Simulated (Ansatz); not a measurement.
## Scan of the O1–B2 bond length

BOF (SMILES O=BF), singlet, at its PBE0-D4/def2-TZVP minimum:

```json
{"atom": "O1", "x (Å)": "0.9831", "y (Å)": "-0.5651", "z (Å)": "0.4799"}
{"atom": "B2", "x (Å)": "0.0203", "y (Å)": "-0.0116", "z (Å)": "0.0099"}
{"atom": "F3", "x (Å)": "-1.0034", "y (Å)": "0.5768", "z (Å)": "-0.4898"}
```

The bond length O1–B2 (1.206 Å at the minimum) is set to the values below, with the rest relaxed at PBE0-D4/def2-TZVP at each step. Each method's energies count from its own value at the PBE0-D4 minimum structure. Computed with Ansatz 0.2.0 (basis: def2-TZVPP); correlated methods freeze the cores.

CCSD(T) energies along the scan:
| bond length (Å) | CCSD(T) (eV) |
| --- | --- |
| 1.085 | 0.948 |
| 1.110 | 0.584 |
| 1.145 | 0.238 |
| 1.186 | 0.035 |
| 1.232 | 0.008 |
| 1.282 | 0.160 |
| 1.334 | 0.462 |
| 1.390 | 0.901 |
| 1.447 | 1.425 |
They count from the CCSD(T) energy at the PBE0-D4 minimum.

Minimum and curvature along this coordinate at CCSD(T): A fifth-order fit through the nearest points gives 1.215 Å, with a curvature of about 84 eV/Å².

Largest difference from the CCSD(T) curve over the scan: PBE-D4 0.088; r2SCAN-D4 0.071; PBE0-D4 0.177; wB97M-V 0.162 eV. Each curve counts from its own value at the minimum.

T1 diagnostic: at most 0.025.

For scale, one of the runs: CCSD(T)/def2-TZVPP, 93 basis functions (an equivalent command: `ansatz run in.yaml --threads 2`). Hardware: 2 CPU threads, shared host. Wall time about 3.3 s.
